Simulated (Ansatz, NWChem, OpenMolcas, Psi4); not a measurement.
# A small benchmark: atomisation enthalpy at 298 K

8 molecules without hydrogen; the atomisation enthalpy at 298 K in kJ/mol, computed less measured. Shapes, held fixed at every level: PBE0-D4/def2-TZVP; CS at the measured bond length. Thermal terms are harmonic and unscaled (PBE0-D4/def2-TZVP, PBE0/aug-cc-pVTZ, wB97M-V/def2-TZVPD); the spin-orbit lowering of the free atoms is taken from their spectra. Programs: Ansatz 0.2.0, NWChem 7.3.0, OpenMolcas 26.06, Psi4 1.11. A level may come from different programs for different species; with the same settings they agree closely. Measured values: Active Thermochemical Tables, NIST-JANAF tables.

Levels: A = SVWN5/cc-pVTZ; B = PBE/STO-3G; C = CAM-B3LYP/cc-pVTZ; D = MP2/cc-pVTZ.

| molecule | from tabulated heats | A | B | C | D |
| --- | --- | --- | --- | --- | --- |
| CS (carbon monosulfide) | 714 | +117 | +127 | -43 | -8 |
| ClF (chlorine monofluoride) | 256 | +127 | +14 | -14 | -8 |
| F2 (fluorine) | 159 | +166 | +230 | -4 | +3 |
| BOF (fluoro(oxo)borane) | 1501 | +248 | +185 | -13 | +29 |
| CS2 (carbon disulfide) | 1154 | +256 | +294 | -45 | +15 |
| NClO (SMILES O=NCl) | 790 | +309 | +33 | -15 | -1 |
| OF2 (oxygen difluoride) | 383 | +327 | +363 | +6 | +3 |
| N2O (nitrous oxide) | 1112 | +380 | -153 | +9 | +30 |

(1) Which level does best on this set, which worst, and which err to one side?

Results:

(1) 
```json
{"level": "SVWN5/cc-pVTZ", "kind": "LDA", "mean error": "+241.2", "mean absolute error": "241.2", "worst case": "N2O"}
{"level": "PBE/STO-3G", "kind": "GGA", "mean error": "+136.6", "mean absolute error": "174.9", "worst case": "OF2"}
{"level": "CAM-B3LYP/cc-pVTZ", "kind": "range-separated hybrid", "mean error": "-14.9", "mean absolute error": "18.6", "worst case": "CS2"}
{"level": "MP2/cc-pVTZ", "kind": "perturbation theory", "mean error": "+7.9", "mean absolute error": "12.1", "worst case": "N2O"}
```

On this set MP2/cc-pVTZ has the smallest mean absolute error and SVWN5/cc-pVTZ the largest. SVWN5/cc-pVTZ is too high in 8 of 8; PBE/STO-3G is too high in 7 of 8; CAM-B3LYP/cc-pVTZ is too low in 6 of 8. The tabulated value of BOF is in doubt (older tables, estimates, or at odds with other calculations) and kept here. Over the 7 molecules whose values aren't doubted the mean absolute errors are A 240.3; B 173.4; C 19.4; D 9.7. Rows in very small basis sets show the basis more than the method. Correlated wave functions converge slowly with the basis. The set is small.
